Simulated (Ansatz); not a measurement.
Z-matrix (Å, degrees):
```
C
N 1 1.386
H 1 1.082 2 116.8
H 1 1.082 2 116.8 3 -149.1
H 2 1.008 1 115.5 3 -39.3
H 2 1.008 1 115.5 3 -171.7
```

Total charge 0; spin multiplicity 2.

(1) List the ωB97M-V/def2-TZVPP orbital energies in eV (Ansatz). (An estimate is asked.)

Results:

(1) Computed: α occupied: -394.85, -281.58, -27.97, -20.67, -17.16, -15.12, -13.12, -12.33, -6.52. α empty: 2.53, 3.87, 4.23, 5.67, 6.63, 8.35, 8.40, 9.50. β occupied: -394.72, -281.27, -27.64, -20.00, -16.99, -14.77, -12.86, -11.02. β empty: 1.81, 2.59, 3.92, 4.34, 5.75, 6.63, 8.29, 8.74. ⟨S²⟩ = 0.753.
